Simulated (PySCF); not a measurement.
Species: C₆H₈.
Numbering: `[CH2:1]=[CH:2][CH:3]=[C:4]1[CH2:5][CH2:6]1` (hydrogens: H7, H8 on C1; H9 on C2; H10 on C3; H11, H12 on C5; H13, H14 on C6)

Computed geometry: GFN2-xTB, gas phase.

(1) List the bond lengths, angles and torsions at this level.

## Answers

(1) 
```json
{"bond": "C1=C2", "length (Å)": "1.328"}
{"bond": "C2–C3", "length (Å)": "1.448"}
{"bond": "C3=C4", "length (Å)": "1.319"}
{"bond": "C4–C5", "length (Å)": "1.463"}
{"bond": "C5–C6", "length (Å)": "1.518"}
{"bond": "C4–C6", "length (Å)": "1.462"}
{"bond": "C1–H7", "length (Å)": "1.078"}
{"bond": "C1–H8", "length (Å)": "1.076"}
{"bond": "C2–H9", "length (Å)": "1.082"}
{"bond": "C3–H10", "length (Å)": "1.083"}
{"bond": "C5–H11, C5–H12", "length (Å)": "1.082"}
{"bond": "C6–H13, C6–H14", "length (Å)": "1.082"}
```

Bonds in one row agree within 0.01 Å and their mean is given. A selection of angles:
```json
{"angle": "C2–C1–H7", "degrees": "121.4"}
{"angle": "C2–C1–H8", "degrees": "122.1"}
{"angle": "H7–C1–H8", "degrees": "116.5"}
{"angle": "C1–C2–C3", "degrees": "123.5"}
{"angle": "C1–C2–H9", "degrees": "120.6"}
{"angle": "C3–C2–H9", "degrees": "115.9"}
{"angle": "C2–C3–C4", "degrees": "123.2"}
{"angle": "C2–C3–H10", "degrees": "116.8"}
{"angle": "C4–C3–H10", "degrees": "120.0"}
{"angle": "C3–C4–C5", "degrees": "148.2"}
{"angle": "C3–C4–C6", "degrees": "149.3"}
{"angle": "C5–C4–C6", "degrees": "62.5"}
{"angle": "C4–C5–C6", "degrees": "58.7"}
{"angle": "C4–C5–H11", "degrees": "118.8"}
{"angle": "C6–C5–H11", "degrees": "118.4"}
{"angle": "H11–C5–H12", "degrees": "113.4"}
{"angle": "C5–C6–H13", "degrees": "118.4"}
{"angle": "C4–C6–C5", "degrees": "58.8"}
{"angle": "C4–C6–H13", "degrees": "118.8"}
{"angle": "H13–C6–H14", "degrees": "113.3"}
```

Dihedral angles: C1–C2–C3–C4 180° (antiperiplanar); C2–C3–C4–C5 0° (synperiplanar); C3–C4–C5–C6 180° (antiperiplanar); C3–C4–C6–C5 180° (antiperiplanar).

The 6 heavy atoms lie in one plane (0.000 Å rms). The 3-membered ring C4–C5–C6 has internal angles of 58.7° to 62.5°. Of the pairs four or more bonds apart, H7···H10 is among the closest relative to their van der Waals radii: 2.48 Å, 103 % of the sum of Bondi's values. The C–C distances run from 1.319 Å (C3=C4, drawn double) to 1.518 Å (C5–C6, drawn single), a spread of 0.199 Å.

Point group: Cs (tolerance 0.08 Å). No frequency check. One conformer, not necessarily the lowest.
